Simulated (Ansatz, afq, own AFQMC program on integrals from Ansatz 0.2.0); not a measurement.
Integrals from Ansatz 0.2.0, then the random walk in our own AFQMC program (afq).

```yaml
crystal:
  periodic: [false, false, false]
  atoms:
    - {symbol: Si, position_ang: [0.000000, 0.055920, 1.313683]}
    - {symbol: Al, position_ang: [0.000000, -0.114773, -1.489891]}
    - {symbol: H, position_ang: [0.000000, 1.622117, 1.954240]}
    - {symbol: H, position_ang: [1.359557, -0.747126, 1.921071]}
    - {symbol: H, position_ang: [-1.359557, -0.747126, 1.921071]}
    - {symbol: H, position_ang: [0.000000, 1.386309, -2.518296]}
basis:
  gaussian: {orbitals: 6-31G}
magnetization: {spin_polarized: true, initial_magnetization: 1}
correlation: {method: ccsd_t, electrons: outside_noble_gas, hamiltonian_folder: ham}
```

```sh
$ ansatz run in.yaml --threads 1 --pin off --events-out ev --progress --plain --max-ram 1382MiB
```

afq runs on the folder ham with

```
--method phaseless --trial cisd --walkers 80 --populations 1 --least-time 40 --time-step 0.005 --steps-per-block 50 --equilibration-blocks 28 --max-blocks 300 --target-error 0.0004 --factor-cut 1e-05 --start spin_pure --seed 7731 --release-times 0.24,0.51,0.99,1.62,2.4 --release-step 0.03 --release-every 4 --taylor-order 6
```

Times are imaginary, in 1/Eh. The walk had a cap of 531 s.

Output of the walk:

```
orbitals 24  electrons 6 5  factors 163 of 406
reference energy -532.99283218 Eh
CCSD correlation -0.12850364 Eh in 14 cycles, weight of the determinant in the CISD state 0.8767
energy of the start -533.120969 Eh
 block  time / (1/Eh)  mean weight  energy / Eh
     1     0.250  1.0011  -533.119366
     2     0.500  1.0001  -533.119227
     3     0.750  0.9999  -533.119658
     4     1.000  1.0003  -533.120227
     5     1.250  0.9992  -533.120243
    10     2.500  1.0000  -533.127484
    29     7.250  0.9989  -533.125791
    49    12.250  0.9995  -533.124031
    69    17.250  0.9992  -533.125135
    89    22.250  0.9997  -533.123077
    97    24.250  0.9994  -533.128722
   105    26.250  1.0008  -533.122128
   109    27.250  1.0008  -533.125529
   129    32.250  1.0002  -533.122973
   149    37.250  0.9998  -533.123465
   169    42.250  0.9994  -533.123412
   185    46.250  0.9994  -533.122742
blocks merged  error / Eh  count
     1  0.000145  160
     2  0.000187  80
     4  0.000217  40
     8  0.000265  20
    16  0.000294  10
released: time / (1/Eh)  energy / Eh  error  mean overlap
  0.24  -533.124871  0.000302  1.0061
  0.51  -533.124890  0.000221  1.0116
  0.99  -533.124846  0.000225  1.0181
  1.62  -533.124760  0.000251  1.0330
  2.40  -533.124981  0.000197  1.0349
energy -533.124571 +/- 0.000265 Eh
(rows thinned)
```

The run passed its tests (sampling time, drift between the halves within three errors, error under three times the target), which doesn't prove that it has relaxed.

Against this walk (error 7.2 meV) on the same determinant: CCSD(T) 18.5 meV higher, CCSDT(Q) 13.2 meV lower (within the noise). The error is statistical and leaves out the bias of the constraint. Released to 2.40 1/Eh the energy moves by -11 ± 9 meV (both errors), within twice the noise.

Cautions: constraint bias not in the error.

The walk took 120 s on 1 thread of Arm Neoverse V2 (shared host). The log's last line is the phaseless energy.

CCSDT and higher add their correlation energy to the determinant of the CCSD(T) run, since their own runs factorise the integrals more tightly (a shift of under 2 meV). A walk keeps the symmetry of its determinant, which the program's search chose and which needn't be the lowest solution, so a lower state of the same spin and another symmetry isn't excluded.
